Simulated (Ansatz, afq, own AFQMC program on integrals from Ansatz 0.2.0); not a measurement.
Where AFQMC and coupled cluster stand for GeHO, doublet

| atom | x (Å) | y (Å) | z (Å) |
| --- | --- | --- | --- |
| Ge | 0.0000 | 0.0118 | 0.3021 |
| O | 0.0000 | -0.0944 | -1.2661 |
| H | 0.0000 | 0.6485 | -1.6716 |

Connectivity, by distances: Ge–OH.

Basis cc-pVDZ. Only valence electrons are correlated. Ansatz 0.2.0 and our own AFQMC program on the same integrals; the CISD trial comes from CCSD amplitudes, and released means the phaseless constraint is let go. Error bars are statistical, one sigma. No spin–orbit coupling.

Determinant: UHF, the one that the program's search chose, which needn't be the lowest solution. The geometry is a point of a scan.

No full CI on the walks' own integrals is used here; CCSDT(Q) serves as the reference and is uncertain by about the last step of the cluster series.

Cautions: no relativity below Rb; no spin-orbit coupling; inner d shell frozen.

The T1 diagnostic is 0.0170. The weight of the determinant in the CISD state is 0.902 and the ⟨S²⟩ of the determinant is 0.764. The size of the correlated space is 11 electrons in 31 orbitals.

Reference: CCSDT(Q), correlation energy -7.213 eV. The released energy is read at 2.40 1/Eh (meV from the phaseless value at times in 1/Eh: -12 ± 12 at 0.24, -32 ± 14 at 0.51, -18 ± 14 at 0.99, -19 ± 13 at 1.62, 4 ± 21 at 2.40).

```
         level  E − E(reference) (mEh)  share of correlation (%)
            HF                  265.07                      0.00
           MP2                   23.54                     91.12
          CCSD                    6.81                     97.43
       CCSD(T)                    1.09                     99.59
         CCSDT                    0.65                     99.75
 ph-AFQMC/CISD             0.47 ± 0.40                     99.82
released AFQMC             0.60 ± 0.77                     99.77
```

A walk keeps the symmetry of its determinant, which the program's search chose and which needn't be the lowest solution, so a lower state of the same spin and another symmetry isn't excluded. Released energies are given only where the last usable release times agree within the noise; a slower fall can still hide under it.
